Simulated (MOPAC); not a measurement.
MOPAC input (PM3):

```
PM3 PRECISE GNORM=0.05 LET XYZ GEO-OK AUX(PRECISION=9) THREADS=1
C4H8

C     0.00645702 1    0.00137118 1    1.45419528 1
C     0.00055087 1    0.00011698 1    0.12406297 1
H     0.00482541 1    0.92504598 1    2.01974462 1
H     0.01311859 1   -0.92123548 1    2.02144868 1
C    -0.00871144 1    1.26990929 1   -0.67778781 1
H    -0.00983323 1    2.15257845 1   -0.03893565 1
H     0.86531059 1    1.32034450 1   -1.33448046 1
H    -0.88895351 1    1.31247184 1   -1.32668362 1
C     0.00270273 1   -1.27118527 1   -0.67544245 1
H     0.00950511 1   -2.15264813 1   -0.03496206 1
H    -0.87711609 1   -1.32285146 1   -1.32425130 1
H     0.87714802 1   -1.31497880 1   -1.33204813 1
```

Task: What heat of formation does the run end on?

Result: -3.37 kcal/mol.
